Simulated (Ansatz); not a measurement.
Basis-set extrapolation for C$_{4}$H$_{4}$FN, SMILES `Fc1ccc[nH]1` (PBE0-D4/def2-TZVP geometry, frozen core, Ansatz). Multiplicity 1, RHF reference.

```csv
,def2-TZVPP,def2-QZVPP
HF,-307.782228,-307.795639
MP2 correlation,-1.080530,-1.159385
CCSD(T) correlation,-1.145068,not run
```

Energies in hartree. Use E(X) = E(∞) + A·exp(−7.88·√X) for Hartree–Fock and E(X) = E(∞) + B·X^(−2.97) for correlation, with X = 3 and 4, and add CCSD(T) minus MP2 of the smaller set to the MP2 limit.

Problem. What is the CCSD(T) energy at the basis-set limit?

Solution. HF limit: -307.795639 + (-0.013411) × 0.13774 = -307.79749. MP2 limit: -1.159385 + (-0.078855) × 0.74074 = -1.21780. Higher-order term: -1.145068 − (-1.080530) = -0.06454. Total: -309.07983 hartree, 400.5 kJ/mol below CCSD(T)/def2-TZVPP.
